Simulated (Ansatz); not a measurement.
# One shape, several levels: CS (carbon monosulfide)

Aim: a comparison of 6 runs (BLYP/STO-3G, CAM-B3LYP/STO-3G, UB3LYP/STO-3G, r2SCAN0/STO-3G, wB97M-V/STO-3G, MP2/STO-3G) of CS (carbon monosulfide). 

The results are computed with Ansatz 0.2.0.

52 further runs of the same task are left out: 14 that didn't finish, 38 set aside as unsound or not needed.

### 1 The molecule

The species is CS (2 atoms), meant as a singlet with charge 0. SMILES: `[C-]#[S+]`. The S2–C1 distance was set to 3.837 Å, away from the relaxed value.

### 2 The energy at BLYP/STO-3G (run 1)

The input, run.yaml:

```yaml
crystal:
  periodic: [false, false, false]
  atoms:
    - symbol: C
      position_ang: [0.000000, 0.000000, -2.302459]
    - symbol: S
      position_ang: [0.000000, 0.000000, 1.534941]
basis:
  gaussian: {orbitals: STO-3G}
hamiltonian: {xc: {name: BLYP}}
accuracy: high
```

On the command line:

```bash
ansatz run run.yaml --threads 1 --pin off --max-ram 2610MiB --events-out events.jsonl --progress --plain --runs-dir runs
```

Standard output:

```text
Warning: RAYON_NUM_THREADS=1 ignored (pool sized by the plan → 1); use --threads N
Functional definition: BLYP
  name "BLYP"
  parameter beta = 0.0042
  parameter a = 0.04918
  parameter b = 0.132
  parameter c = 0.2533
  parameter d = 0.349
  exchange = b88_x(beta = beta)
  correlation = lyp_c(a = a, b = b, c = c, d = d)
204 factors; integrals over basis functions are off by at most 2.9e-9 eV
mean field evaluation 1: about -11684.7300 eV, gradient 2.4e1 eV
mean field evaluation 2: about -11542.2147 eV, gradient 3.4e1 eV
mean field evaluation 4: about -11542.2719 eV, gradient 3.4e1 eV
mean field evaluation 8: about -11724.7187 eV, gradient 1.7e0 eV
mean field evaluation 16: about -11717.1566 eV, gradient 3.1e1 eV
mean field evaluation 32: about -11724.6158 eV, gradient 4.2e0 eV
mean field evaluation 64: about -11723.8022 eV, gradient 2.3e0 eV
mean field evaluation 96: about -11724.7516 eV, gradient 4.9e-2 eV
mean field evaluation 128: about -11724.5845 eV, gradient 4.8e0 eV
mean field -11724.75598494 eV, -430.8768351214 hartree, gradient 1.7e-8 eV, S^2 0.000000; 8 other end points of the search recorded, 0 dependent functions left out
reference -11724.75601566 eV, -430.8768362503 hartree; 11, 11 occupied and 3, 3 virtual orbitals, 204 factors
Total energy: -11724.75601566 eV, -430.8768362503 hartree
```

Wall time 1.2 s (1 thread of Intel Xeon 6975P-C (Granite Rapids), shared host).

### 3 A single-point energy at CAM-B3LYP/STO-3G (run 2)

The input, job.yaml:

```yaml
basis:
  gaussian:
    orbitals: STO-3G
crystal:
  periodic: [false, false, false]
  atoms:
    - {symbol: C, position_ang: [0.000000, 0.000000, -2.302459]}
    - {symbol: S, position_ang: [0.000000, 0.000000, 1.534941]}
accuracy: high
hamiltonian:
  xc: {name: CAM-B3LYP}
```

On the command line:

```bash
ansatz run job.yaml --threads 1 --pin off --max-ram 2610MiB --events-out events.jsonl --progress --plain --runs-dir runs
```

Standard output, cut to the lines that bear on the results:

```text
Warning: RAYON_NUM_THREADS=1 ignored (pool sized by the plan → 1); use --threads N
Functional definition: CAM-B3LYP
  name "CAM-B3LYP"
[...]
204 factors; integrals over basis functions are off by at most 2.9e-9 eV
102 factors; integrals over basis functions are off by at most 1.9e-9 eV
[...]
mean field -11723.37431687 eV, -430.8260597564 hartree, gradient 7.5e-9 eV, S^2 0.000000; 2 other end points of the search recorded, 0 dependent functions left out
reference -11723.37432867 eV, -430.8260601900 hartree; 11, 11 occupied and 3, 3 virtual orbitals, 204 factors
Total energy: -11723.37432867 eV, -430.8260601900 hartree
```

Wall time 0.52 s (1 thread of Intel Xeon 6975P-C (Granite Rapids), shared host).

Runs 3 to 5 aren't shown in full; the table further down has their settings and results.

### 4 A single-point energy at MP2/STO-3G (run 6)

The input, molecule.yaml:

```yaml
crystal:
  periodic: [false, false, false]
  atoms:
    - symbol: C
      position_ang: [0.000000, 0.000000, -2.302459]
    - symbol: S
      position_ang: [0.000000, 0.000000, 1.534941]
basis:
  gaussian:
    orbitals: STO-3G
correlation:
  method: mp2
  frozen_orbitals: {C: 1, S: 5}
accuracy: high
```

On the command line:

```bash
ansatz run molecule.yaml --threads 1 --pin off --max-ram 2610MiB --events-out events.jsonl --progress --plain --runs-dir runs
```

Standard output, cut to the lines that bear on the results:

```text
Warning: RAYON_NUM_THREADS=1 ignored (pool sized by the plan → 1); use --threads N
Functional definition: HF
  name "HF"
[...]
204 factors; integrals over basis functions are off by at most 2.9e-9 eV
[...]
mean field -11704.27739522 eV, -430.1242608303 hartree, gradient 1.6e-8 eV, S^2 0.000000; 21 other end points of the search recorded, 0 dependent functions left out; unrestricted orbitals would lower it
[...]
unrestricted determinant -11707.98215811 eV, -430.2604083553 hartree, S^2 2.0000
6 core orbitals not correlated: weight in the atoms' cores, before any rotation towards them, 1.000 or more for the frozen orbitals, at most 0.000 for the correlated occupied ones
reference -11704.27739522 eV, -430.1242608303 hartree; 5, 5 occupied and 3, 3 virtual orbitals, 204 factors
second order -0.89435515 eV of doubles, -0.00000000 eV of singles
WARN: the method's energy lies above the unrestricted determinant's, so it is not that of the lowest state
Total energy: -11705.17175037 eV, -430.1571277758 hartree
```

Wall time 0.28 s (1 thread of Intel Xeon 6975P-C (Granite Rapids), shared host).

### 5 Overview of the runs

```csv
run,level,frozen core orbitals,energy (Eh),wall time
1,BLYP/STO-3G,–,-430.876836,1.2 s
2,CAM-B3LYP/STO-3G,–,-430.826060,0.52 s
3,UB3LYP/STO-3G,–,-431.026326,4.5 s
4,r2SCAN0/STO-3G,–,-430.816631,1.6 s
5,wB97M-V/STO-3G,–,-430.914867,12 s
6,MP2/STO-3G,6,-430.157128,0.28 s
```

### 6 Results

```
                                          quantity          value
                               run 6: total energy  -430.15713 Eh
run 6: correlation energy (6 core orbitals frozen)      -32.9 mEh
```

**Reading.** Totals of different functionals can't be ranked against each other. In run 6 the log says that unrestricted orbitals would lower the reference, so the values rest on an unstable closed-shell determinant (other closed-shell runs at this shape may share the fault). In runs 1, 2, 3, 4, 5, 6 the basis is minimal, so the values are rough. In runs 1, 2, 4, 5, 6 a closed-shell determinant meets a far-stretched bond, which it describes badly. Spin contamination of the reference: run 3 ⟨S²⟩ = 2.00. Where it is this large, the reference is a mixture of spin states, and values that rest on it are in doubt. All runs together took 20 s, the longest 12 s.
